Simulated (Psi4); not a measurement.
# UCCSD(T)/6-311++G(2d,2p) (sweep point 8) run of HS (SMILES [SH])

Aim: the vertical doublet–quartet gap of HS at UCCSD(T)/6-311++G(2d,2p) (sweep point 8), from 2 runs. 

The results are computed with Psi4 1.11.

## Step 1: The structure to begin with

HS: 2 atoms, total charge 0, spin state doublet. As SMILES, `[SH]`. Geometry: relaxed at GFN2-xTB.

Bond lengths: S1–H2 1.330 Å.

## Step 2: The energy at UCCSD(T)/6-311++G(2d,2p) (sweep point 8)

Contents of hs.dat:

```
memory 1.6 GB

molecule geom {
  0 2
  S      1.07338334    -0.35086545     0.55197010
  H     -1.07338334     0.35086545    -0.55197010
  units bohr
  symmetry c1
}

set basis 6-311++G(2d,2p)
set reference uhf
set puream true
set scf_type pk
set num_frozen_docc 5
set maxiter 150

e, wfn = energy('ccsd(t)', return_wfn=True)
```

Run with:

```bash
$ psi4 hs.dat hs.out -n 1
```

hs.out, shortened:

```text
[...]
  Running in c1 symmetry.
[...]
  Nuclear repulsion =    6.364600572385179
[...]
  Multiplicity = 2
[...]
  Nalpha       = 9
  Nbeta        = 8
[...]
    Number of basis functions: 45
[...]
   @UHF iter   1:  -398.07793154215864   -4.40516e-01   4.95232e-03 ADIIS/DIIS
[...]
   @UHF iter  12:  -398.09705233634764   -5.85487e-12   8.73879e-09 DIIS
[...]
   @S^2 Observed:                7.618452588E-01
[...]
    Orbital Energies [Eh]
    ---------------------
    Alpha Occupied:
       1A    -91.989882     2A     -8.991290     3A     -6.688053
       4A     -6.669826     5A     -6.667311     6A     -0.991252
       7A     -0.555108     8A     -0.470154     9A     -0.402039
    Alpha Virtual:
      10A      0.045757    11A      0.093790    12A      0.094095
      13A      0.101561    14A      0.143343    15A      0.193784
      16A      0.403042    17A      0.417600    18A      0.444524
      19A      0.490169    20A      0.495129    21A      0.525704
      22A      0.557937    23A      0.561600    24A      0.798585
      25A      0.909700    26A      1.010074    27A      1.032023
[...]
  @UHF Final Energy:  -398.09705233634764
   => Energetics <=
    Nuclear Repulsion Energy =              6.3646005723851786
    One-Electron Energy =                -562.7538268531370704
    Two-Electron Energy =                 158.2921739444042828
    Total Energy =                       -398.0970523363476445
  UHF NO Occupations:
  HONO-2 :    7  A 1.9997401
  HONO-1 :    8  A 1.9945564
[...]
 Multipole Moments:
 ------------------------------------------------------------------------------------
     Multipole            Electronic (a.u.)      Nuclear  (a.u.)        Total (a.u.)
 ------------------------------------------------------------------------------------
 L = 1.  Multiply by 2.5417464519 to convert [e a0] to [Debye]
 Dipole X            :         -0.0000000           -0.0000000           -0.0000000
 Dipole Y            :          0.0000000            0.0000000            0.0000000
 Dipole Z            :          0.8538454           -1.2079336           -0.3540882
 Magnitude           :                                                    0.3540882
[...]
      * MP2 total energy                      = -398.223465646689021
[...]
      * CCSD total energy                     = -398.245922930454242
[...]
      * CCSD(T) total energy                     = -398.249848795478044
[...]
```

Run time: 4.8 s. Hardware: 1 thread of Intel Xeon Platinum 8488C (Sapphire Rapids), shared host; peak memory 0.22 GiB.

## Step 3: The quartet at the same level

Contents of hs.inp:

```
memory 1600 mb

molecule {
  0 4
  S      1.07338334    -0.35086545     0.55197010
  H     -1.07338334     0.35086545    -0.55197010
  units bohr
  symmetry c1
}

set {
  basis           6-311++G(2d,2p)
  reference       uhf
  puream          true
  scf_type        pk
  num_frozen_docc 5
  maxiter         150
}

e_tot, wfn = energy('ccsd(t)', return_wfn=True)
```

Run with:

```bash
$ psi4 -n 1 hs.inp hs.out
```

hs.out, shortened:

```text
[...]
  Running in c1 symmetry.
[...]
  Nuclear repulsion =    6.364600572385179
[...]
  Multiplicity = 4
[...]
  Nalpha       = 10
  Nbeta        = 7
[...]
    Number of basis functions: 45
[...]
   @UHF iter   1:  -397.87239533132100   -2.34980e-01   5.02144e-03 ADIIS/DIIS
[...]
   @UHF iter  15:  -397.91278798400214   -2.38742e-12   5.47830e-09 DIIS
[...]
   @S^2 Observed:                3.761500654E+00
[...]
    Orbital Energies [Eh]
    ---------------------
    Alpha Occupied:
       1A    -92.112766     2A     -9.113874     3A     -6.805168
       4A     -6.805168     5A     -6.787972     6A     -1.131025
       7A     -0.654320     8A     -0.577321     9A     -0.577321
      10A     -0.162265
    Alpha Virtual:
      11A      0.067352    12A      0.074164    13A      0.074164
      14A      0.079380    15A      0.139818    16A      0.363267
      17A      0.367469    18A      0.367469    19A      0.424358
      20A      0.424358    21A      0.428907    22A      0.428907
      23A      0.440357    24A      0.727988    25A      0.822803
[...]
  @UHF Final Energy:  -397.91278798400214
   => Energetics <=
    Nuclear Repulsion Energy =              6.3646005723851786
    One-Electron Energy =                -560.8915375572551056
    Two-Electron Energy =                 156.6141490008678261
    Total Energy =                       -397.9127879840021365
  UHF NO Occupations:
  HONO-2 :    8  A 1.0000000
  HONO-1 :    9  A 1.0000000
[...]
 Multipole Moments:
 ------------------------------------------------------------------------------------
     Multipole            Electronic (a.u.)      Nuclear  (a.u.)        Total (a.u.)
 ------------------------------------------------------------------------------------
 L = 1.  Multiply by 2.5417464519 to convert [e a0] to [Debye]
 Dipole X            :         -0.0000000           -0.0000000           -0.0000000
 Dipole Y            :          0.0000000            0.0000000            0.0000000
 Dipole Z            :          2.1168492           -1.2079336            0.9089156
 Magnitude           :                                                    0.9089156
[...]
      * MP2 total energy                      = -398.023386842157095
[...]
      * CCSD total energy                     = -398.046938838067490
[...]
      * CCSD(T) total energy                     = -398.050326258424491
[...]
```

Wall time 5.1 s (1 thread of Intel Xeon Platinum 8488C (Sapphire Rapids), shared host); peak memory 0.22 GiB.

## Step 4: Summary of results

Level: UCCSD(T)/6-311++G(2d,2p) (sweep point 8), 5 core orbitals frozen.

| quantity | value |
| --- | --- |
| doublet: total energy | -398.24985 Eh |
| doublet: HOMO energy (Hartree–Fock orbitals) (highest over α and β) | -10.28 eV |
| doublet: LUMO energy (Hartree–Fock orbitals) (lowest over α and β) | -0.12 eV |
| doublet: correlation energy (5 core orbitals frozen) | -152.8 mEh |
| doublet: (T) correction | -3.93 mEh |
| doublet: ⟨S²⟩ of the reference determinant | 0.762 |
| doublet: T1 diagnostic | 0.014 |
| quartet: total energy | -398.05033 Eh |
| quartet: HOMO energy (Hartree–Fock orbitals) (highest over α and β) | -4.42 eV |
| quartet: LUMO energy (Hartree–Fock orbitals) (lowest over α and β) | -1.50 eV |
| quartet: correlation energy (5 core orbitals frozen) | -137.5 mEh |
| quartet: (T) correction | -3.39 mEh |
| quartet: ⟨S²⟩ of the reference determinant | 3.762 |
| quartet: T1 diagnostic | 0.024 |
| vertical energy of the quartet above the doublet | 5.429 eV |

**Reading.** At this shape the quartet lies 5.43 eV (125 kcal/mol) above the doublet. The triples (doublet) make up 2.6 % of the correlation energy. The triples (quartet) make up 2.5 % of the correlation energy.
